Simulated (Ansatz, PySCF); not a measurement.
Species: acetonitrile, C$_{2}$H$_{3}$N, charge 0, multiplicity 1. 
Coordinates optimised at B3LYP-D3(BJ)/def2-TZVP (Ansatz, a program for electronic structure):
```xyz
6

C     -0.0055     0.0046    -1.1739
C      0.0013    -0.0011     0.2805
N      0.0067    -0.0056     1.4298
H     -0.0055     1.0296    -1.5454
H      0.8782    -0.5072    -1.5556
H     -0.8946    -0.5041    -1.5473
```

PBE beside other levels, property by property. Correlated levels leave the core frozen unless marked. Open shells are spin-unrestricted. No spin-orbit coupling. No relativistic terms. CBS marks a two-point X^-3 extrapolation of the correlation energy; Hartree-Fock from the larger set. [CCSD(T)-MP2]/basis is that difference in the basis named. Rows marked 298 K are enthalpies with B3LYP-D3(BJ) harmonic zero-point and thermal terms from PySCF. Enthalpies of formation rest on the atoms' values in the G2/97 table (older ones for B and Si), with no core term in the frozen-core levels. The coupled-cluster column (Ansatz) is a level with limits of its own: (a) RI-MP2/CBS(aug-cc-pVTZ,aug-cc-pVQZ)+[CCSD(T)-MP2]/aug-cc-pVTZ; (b) RI-MP2/CBS(cc-pVTZ,cc-pVQZ)+[CCSD(T)-MP2]/cc-pVTZ.

```
property                                                         PBE0/def2-TZVPD (Ansatz)  M06-2X/def2-TZVPD (PySCF)  CAM-B3LYP/def2-TZVPD (Ansatz)  coupled cluster  measured
---------------------------------------------------------------  ------------------------  -------------------------  -----------------------------  ---------------  --------
enthalpy of formation at 298 K by atomisation (kcal/mol)                             16.6                       18.8                           16.8         19.7 (a)      18.0
proton affinity at N, enthalpy at 298 K, to CC#[NH+] (kcal/mol)                     189.8                      186.3                          187.4        186.8 (b)         -
```

Measured values: G2/97 table in ASE (Curtiss et al.); they hold spin-orbit effects, which all levels lack, and core correlation, which the frozen-core levels lack. This is an older compilation, not checked against later work.

What does PBE/def2-TZVPD (Ansatz) give for each property, and on which side of the measured value, or else of coupled cluster, does it fall?


- enthalpy of formation at 298 K by atomisation: PBE lies 19.0 kcal/mol below the measured value; PBE gives -1.0 kcal/mol.
- proton affinity at N, enthalpy at 298 K, to CC#[NH+]: PBE lies 2.0 kcal/mol above coupled cluster; PBE gives 188.8 kcal/mol.
